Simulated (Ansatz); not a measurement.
**CS₂: energies up the ladder**

An exercise on one series of results from a longer session: the logs are not shown, and one member is left open.

Program: Ansatz 0.2.0. Level of theory: the levels named in each step. These are calculated values, not measurements.

### The starting structure

Bond lengths: S1–C2 1.550 Å, C2–S3 1.550 Å. Angles: S1–C2–S3 180.0°.

As a file:

```xyz
3

S     0.0000    0.0000   -1.5501
C     0.0000    0.0000    0.0000
S     0.0000    0.0000    1.5501
```

The first run:

Contents of input.yaml:

```yaml
crystal:
  periodic: [false, false, false]
  atoms:
    - { symbol: S, position_ang: [0.0, 0.0, -1.54826404] }
    - { symbol: C, position_ang: [0.0, 0.0, -4.6e-07] }
    - { symbol: S, position_ang: [0.0, 0.0, 1.54826449] }
basis:
  gaussian: { orbitals: def2-TZVPP }
hamiltonian:
  xc: pbe0
  dispersion: d4
phonons: {}
```

Command:

```
ansatz run input.yaml --threads 4 --pin off --max-ram 10240MiB --backend cpu --events-out ev --progress --plain --runs-dir out
```

Steps of the session up to this table: Frequencies, PBE0-D4/def2-TZVPP; Single point, PBE-D4/def2-TZVPP; Single point, r2SCAN-D4/def2-TZVPP; Single point, B3LYP-D4/def2-TZVPP; Single point, wB97M-V/def2-TZVPP; Single point, B2PLYP/def2-TZVPP; Single point, LDA/def2-TZVPP; Single point, PBE0-D4/def2-SVP; Single point, PBE-D4/def2-SVP; Single point, CCSD(T)/def2-TZVPP; Single point, CCSD(T)/def2-QZVPP; The cation of multiplicity 2 at the same geometry, PBE0-D4/def2-TZVPP; The cation of multiplicity 2 at the same geometry, PBE-D4/def2-TZVPP; The cation of multiplicity 2 at the same geometry, r2SCAN-D4/def2-TZVPP; The cation of multiplicity 2 at the same geometry, B3LYP-D4/def2-TZVPP; The cation of multiplicity 2 at the same geometry, wB97M-V/def2-TZVPP; The cation of multiplicity 2 at the same geometry, B2PLYP/def2-TZVPP; The cation of multiplicity 2 at the same geometry, CCSD(T)/def2-TZVPP; The cation of multiplicity 2 at the same geometry, CCSD(T)/def2-QZVPP.

One of the session's tables, all rows but one given; the rest of the session is left out.

It belongs to the step «Vertical ionisation energy». 

```
               level  vertical ionisation energy (eV)
   PBE-D4/def2-TZVPP                           10.025
r2SCAN-D4/def2-TZVPP                           10.070
 B3LYP-D4/def2-TZVPP                           10.059
  wB97M-V/def2-TZVPP                           10.004
   B2PLYP/def2-TZVPP                           10.096
  CCSD(T)/def2-TZVPP                            9.981
  CCSD(T)/def2-QZVPP                                ?
         CCSD(T)/CBS                           10.193
```

**Question.** Estimate the row for CCSD(T)/def2-QZVPP.

As computed: vertical ionisation energy (eV): 10.100. In the column «vertical ionisation energy (eV)» it lies between B2PLYP/def2-TZVPP (10.096) and CCSD(T)/CBS (10.193).
